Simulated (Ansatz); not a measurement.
The same path of CH4O2S (8 atoms, charge 0, multiplicity 1) was run twice with different band settings. Lost on the way: C2–H7. Made: S3–H7.

Computed with Ansatz, RKS LDA/def2-SVP.

Relaxed end points:

```xyz
8
Properties=species:S:1:pos:R:3
O 0.377 0.905 -0.867
C 0.169 0.795 0.479
S 0.262 -0.963 0.997
O -0.666 -1.493 -0.327
H -0.235 0.230 -1.251
H -0.831 1.181 0.808
H 0.959 1.330 1.054
H -0.036 -1.986 -0.893
```

```xyz
8
Properties=species:S:1:pos:R:3
O 0.405 1.434 -1.291
C 0.126 0.991 -0.054
S 0.604 -0.560 0.381
O -0.288 -2.148 0.638
H -0.396 1.808 -1.708
H -0.686 1.496 0.513
H 0.337 -0.368 1.701
H -0.102 -2.653 -0.181
```

Common settings: spring 5.0 eV/Å²; optimiser quadratic models (default); start path through a guess of the saddle point; force threshold 0.03 eV/Å; iteration limit 60; end points relaxed.

| run | movable images | climbing image |
| --- | --- | --- |
| 1 | 7 | yes |
| 2 | 8 | no |

What does each run give, and how far can it be trusted?

Run 1: converged after 15 iterations, highest image 2.186 eV above the first end. A vibrational analysis at the climbing image gives one clearly imaginary mode, 345i cm⁻¹: a first-order saddle point.
Run 2: converged after 15 iterations, highest image 2.183 eV above the first end. No image climbed, so the highest image needn't sit at the top of the path.
The orbitals stay closed-shell, which can raise the energy where a bond breaks towards radicals; this wasn't checked here.
